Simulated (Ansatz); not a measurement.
Molecule: C$_{2}$H$_{2}$F, net charge 0, doublet state. It need not be the lowest isomer of its formula. SMILES: [CH]=CF
Geometry from a B3LYP-D3(BJ)/def2-TZVP (Ansatz, a program for electronic structure) optimisation:
```xyz
5

C      0.0300     0.3889     0.0008
C      1.2398    -0.0873    -0.0066
F     -1.0719    -0.3912     0.0045
H     -0.2254     1.4461     0.0047
H      2.2534     0.2654    -0.0109
```
Charge 0, spin multiplicity 2.

Computed values are from Ansatz. Cores are frozen in the correlated levels unless marked. Open shells are spin-unrestricted. No spin-orbit coupling. No relativistic terms. CBS(X,Y): correlation extrapolated as X^-3; Hartree-Fock from the larger set. [CCSD(T)-MP2]/basis is that difference in the basis named.

The UHF reference is spin-contaminated (<S^2> 0.18 over the pure value in the largest basis). 

Question: What is the dipole moment at CCSD(T)/aug-cc-pVDZ?

Answer: 1.94 D.

Question: What is the T1 diagnostic at CCSD/aug-cc-pVTZ?

Answer: 0.034.

Question: What is the atomisation energy De at RI-MP2/CBS(aug-cc-pVTZ,aug-cc-pVQZ)+[CCSD(T)-MP2]/aug-cc-pVTZ?

Answer: 1881.2 kJ/mol.

Question: What is the total energy at RI-MP2/CBS(aug-cc-pVTZ,aug-cc-pVQZ)+[CCSD(T)-MP2]/aug-cc-pVTZ?

Answer: -176.9668 Eh.
